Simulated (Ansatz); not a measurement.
Relaxation of C3H5O (9 atoms, charge 1, multiplicity 1), to a largest force component of 0.02 eV/Å in at most 50 steps.

Theory: RKS PBE0-D4/def2-SVP in Ansatz 0.2.0.

```xyz
9
Properties=species:S:1:pos:R:3:forces:R:3
C -0.186 1.572 -0.696 -0.03 -0.53 0.45
C 0.139 0.293 -0.504 0.16 0.84 -0.92
O -0.218 -0.299 0.678 -0.24 0.05 0.47
C 0.017 -1.474 0.990 0.02 -0.44 0.28
H 0.075 2.080 -1.611 0.20 0.11 -0.51
H -0.717 2.138 0.055 -0.26 0.24 0.40
H 0.671 -0.325 -1.220 0.16 -0.37 -0.08
H -0.327 -1.809 1.968 -0.18 0.08 0.33
H 0.546 -2.176 0.339 0.18 0.01 -0.41
```

Problem. Where does it end, and by what steps?

Solution. The run converged. Limits of this set-up: the dipole of an ion depends on the origin. After 7 steps the energy has fallen by 0.045 eV; H9 moved furthest, 0.04 Å.

```csv
step,energy less start (eV),largest force component (eV/Å),accepted
0,0.0000,0.924,yes
1,-0.0329,0.646,yes
2,-0.0439,0.138,yes
3,-0.0442,0.129,yes
4,-0.0408,0.235,no
5,-0.0450,0.037,yes
6,-0.0439,0.122,no
7,-0.0452,0.004,yes
```

```xyz
9
Properties=species:S:1:pos:R:3
C -0.188 1.573 -0.691
C 0.149 0.300 -0.529
O -0.221 -0.298 0.683
C 0.015 -1.477 0.997
H 0.078 2.082 -1.620
H -0.727 2.127 0.084
H 0.682 -0.358 -1.221
H -0.340 -1.797 1.986
H 0.552 -2.152 0.311
```

Whether the end is a true minimum wasn't checked by a vibrational analysis.

Run time: 22 s on 1 thread of Arm Neoverse V1 (shared host), peak memory 0.14 GiB.
